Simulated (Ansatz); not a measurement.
Reaction: C2H4F2 (SMILES FC(F)C) → CH3 (SMILES [CH3], doublet) + CHF2 (SMILES [CH](F)F, doublet) (the C-C bond breaks)
Each species at its own B3LYP-D3(BJ)/def2-TZVP minimum (Ansatz, a program for electronic structure).

Total energies in hartree (Ansatz). Radicals and triplets start from unrestricted determinants; spin-orbit coupling is neglected. Correlated methods leave the cores frozen. No relativity.

| species | HF/cc-pVTZ | CCSD(T)/cc-pVTZ | HF/cc-pVQZ | CCSD(T)/cc-pVQZ | CCSD(T)/cc-pVDZ | CCSDT(Q)/cc-pVDZ |
|---|---|---|---|---|---|---|
| 1: C2H4F2 (1,1-difluoroethane, SMILES CC(F)F) | -277.05396 | -277.95008 | -277.07572 | -278.03845 | -277.65948 | -277.66149 |
| 2: CH3 (SMILES [CH3], doublet) | -39.57748 | -39.76098 | -39.58026 | -39.77245 | -39.71583 | -39.71634 |
| 3: CHF2 (SMILES F[CH]F, doublet) | -237.36012 | -238.02815 | -237.37981 | -238.10338 | -237.78610 | -237.78775 |

### Question
Work out the bond dissociation energy (electronic) in kcal/mol: take Hartree-Fock from cc-pVQZ, extrapolate the CCSD(T) correlation energy as X^-3 (X = 3, 4), and add CCSDT(Q) - CCSD(T) in cc-pVDZ. 1 hartree = 627.51 kcal/mol.

### Answer

Species 1: correlation (64·(-0.96273) - 27·(-0.89612))/37 = -1.01134; step -0.00201; E1 = -277.07572 + (-1.01134) + (-0.00201) = -278.08907
Species 2: correlation (64·(-0.19219) - 27·(-0.18350))/37 = -0.19853; step -0.00051; E2 = -39.58026 + (-0.19853) + (-0.00051) = -39.77930
Species 3: correlation (64·(-0.72357) - 27·(-0.66803))/37 = -0.76410; step -0.00165; E3 = -237.37981 + (-0.76410) + (-0.00165) = -238.14556
-1·E1 +1·E2 +1·E3 = 0.16421 hartree = 103.0 kcal/mol.
